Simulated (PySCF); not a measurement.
PySCF input (M06-2X/def2-TZVPD):

```python
from pyscf import gto, scf, dft

mol = gto.M(
    atom='''
    C     0.78795820    1.54784882    0.21221775
    C     0.28902993    0.60427555   -0.58651723
    C    -0.62032961   -0.41667002   -0.24222137
    C    -0.41497079   -1.63558151    0.34267517
    H     1.51309580    2.29090719   -0.13309180
    H     0.52049195    1.65172282    1.27959290
    H    -1.64428815   -0.23030318   -0.58744657
    H     0.57097782   -1.94120393    0.67658602
    H    -1.21040375   -2.37036004    0.40743355
    ''',
    basis='def2-tzvpd',
    charge=-1,
    spin=0,
    verbose=4,
)

mf = dft.RKS(mol, xc='m062x').density_fit(auxbasis='def2-universal-jkfit')
mf.grids.level = 4
mf.conv_tol = 1e-9
mf.max_cycle = 100
mf.max_memory = 1500
mf.kernel()
if not mf.converged:
    mf = mf.newton()
    mf.kernel(mf.make_rdm1())
mf.analyze()
```

End of the output:

```
Extra cycle  E= -155.324755315536  delta_E= -1e-10  |g|= 4.81e-06  |ddm|= 0.000204
converged SCF energy = -155.324755315536
**** SCF Summaries ****
Total Energy =                        -155.324755315536009
Nuclear Repulsion Energy =              96.164129616021540
One-electron Energy =                 -403.947438986578163
Two-electron Energy =                  152.458554055020613
Two-electron Coulomb Energy =          176.064066789858032
DFT Exchange-Correlation Energy =      -23.605512734837419
HOMO-LUMO gap [eV] =                     4.826342321460055
**** MO energy ****
MO #1   energy= -10.3482460986979  occ= 2
MO #2   energy= -10.3238593228033  occ= 2
MO #3   energy= -10.3223249123286  occ= 2
MO #4   energy= -10.3008951423522  occ= 2
MO #5   energy= -0.68302794906759  occ= 2
MO #6   energy= -0.60253411378352  occ= 2
MO #7   energy= -0.488536334055372 occ= 2
MO #8   energy= -0.384240087129605 occ= 2
MO #9   energy= -0.321316764887971 occ= 2
MO #10  energy= -0.290609197350262 occ= 2
MO #11  energy= -0.274238197031463 occ= 2
MO #12  energy= -0.225491372431012 occ= 2
MO #13  energy= -0.144099557901601 occ= 2
MO #14  energy= -0.101725072577999 occ= 2
MO #15  energy= -0.0131802429424077 occ= 2
MO #16  energy= 0.164184567431925  occ= 0
MO #17  energy= 0.17214488377727   occ= 0
MO #18  energy= 0.182185356990375  occ= 0
MO #19  energy= 0.204668984847675  occ= 0
MO #20  energy= 0.23309855438748   occ= 0
MO #21  energy= 0.239825718660964  occ= 0
MO #22  energy= 0.250073099723369  occ= 0
MO #23  energy= 0.266141478321686  occ= 0
MO #24  energy= 0.278363629896766  occ= 0
MO #25  energy= 0.294525582421334  occ= 0
MO #26  energy= 0.305148012490154  occ= 0
MO #27  energy= 0.310210669021389  occ= 0
MO #28  energy= 0.332271513697962  occ= 0
MO #29  energy= 0.334071302196831  occ= 0
MO #30  energy= 0.342789903904099  occ= 0
MO #31  energy= 0.360612759309205  occ= 0
MO #32  energy= 0.369773051290265  occ= 0
MO #33  energy= 0.389144735789746  occ= 0
MO #34  energy= 0.399545304991354  occ= 0
MO #35  energy= 0.400921075761982  occ= 0
MO #36  energy= 0.413702064984027  occ= 0
MO #37  energy= 0.415468812514497  occ= 0
MO #38  energy= 0.416663875773531  occ= 0
MO #39  energy= 0.434609506147433  occ= 0
MO #40  energy= 0.440639675099995  occ= 0
MO #41  energy= 0.451414747069316  occ= 0
MO #42  energy= 0.459975207238639  occ= 0
MO #43  energy= 0.470539511232578  occ= 0
MO #44  energy= 0.47864711981802   occ= 0
MO #45  energy= 0.479643659145891  occ= 0
MO #46  energy= 0.494895606972512  occ= 0
MO #47  energy= 0.499125667765114  occ= 0
MO #48  energy= 0.504997576751786  occ= 0
MO #49  energy= 0.521068533045775  occ= 0
MO #50  energy= 0.52407746923256   occ= 0
MO #51  energy= 0.526689348812167  occ= 0
MO #52  energy= 0.546757135830318  occ= 0
MO #53  energy= 0.55299072839078   occ= 0
MO #54  energy= 0.561734510462124  occ= 0
MO #55  energy= 0.582865652459975  occ= 0
MO #56  energy= 0.5905940568748    occ= 0
MO #57  energy= 0.600444164747635  occ= 0
MO #58  energy= 0.605366934896432  occ= 0
MO #59  energy= 0.620240630262834  occ= 0
MO #60  energy= 0.63689034943632   occ= 0
MO #61  energy= 0.655481987496645  occ= 0
MO #62  energy= 0.669610451547758  occ= 0
MO #63  energy= 0.67980137687816   occ= 0
MO #64  energy= 0.682575554597555  occ= 0
MO #65  energy= 0.708458398983321  occ= 0
MO #66  energy= 0.726349100331764  occ= 0
MO #67  energy= 0.755813737906067  occ= 0
MO #68  energy= 0.768756950118206  occ= 0
MO #69  energy= 0.779275693857522  occ= 0
MO #70  energy= 0.793601489334931  occ= 0
MO #71  energy= 0.809932113070373  occ= 0
MO #72  energy= 0.814443534627458  occ= 0
MO #73  energy= 0.834390137780279  occ= 0
MO #74  energy= 0.855294403118819  occ= 0
MO #75  energy= 0.863597872058617  occ= 0
MO #76  energy= 0.889420814764702  occ= 0
MO #77  energy= 0.908587182546435  occ= 0
MO #78  energy= 0.915581045573437  occ= 0
MO #79  energy= 0.92509495684988   occ= 0
MO #80  energy= 0.933321676327445  occ= 0
MO #81  energy= 0.948978037555628  occ= 0
MO #82  energy= 0.962861680907646  occ= 0
MO #83  energy= 0.978246728157711  occ= 0
MO #84  energy= 1.02014568210333   occ= 0
MO #85  energy= 1.03185502151022   occ= 0
MO #86  energy= 1.04984631659439   occ= 0
MO #87  energy= 1.10221085815459   occ= 0
MO #88  energy= 1.13529427932233   occ= 0
MO #89  energy= 1.19168918255263   occ= 0
MO #90  energy= 1.19772680059696   occ= 0
MO #91  energy= 1.23158487545713   occ= 0
MO #92  energy= 1.27133326099478   occ= 0
MO #93  energy= 1.28029132953738   occ= 0
MO #94  energy= 1.34999590559791   occ= 0
MO #95  energy= 1.37132627405529   occ= 0
MO #96  energy= 1.38587400336959   occ= 0
MO #97  energy= 1.43756958609828   occ= 0
MO #98  energy= 1.45017992708233   occ= 0
MO #99  energy= 1.5266556742368    occ= 0
MO #100 energy= 1.57471594794943   occ= 0
MO #101 energy= 1.59385467613885   occ= 0
MO #102 energy= 1.61064984109405   occ= 0
MO #103 energy= 1.66807434629113   occ= 0
MO #104 energy= 1.73672506278968   occ= 0
MO #105 energy= 1.78932677114869   occ= 0
MO #106 energy= 1.86583828425025   occ= 0
MO #107 energy= 1.90762546927694   occ= 0
[...]
```

It need not be the lowest isomer of its formula. Whether it binds its extra electron was not tested at this geometry.
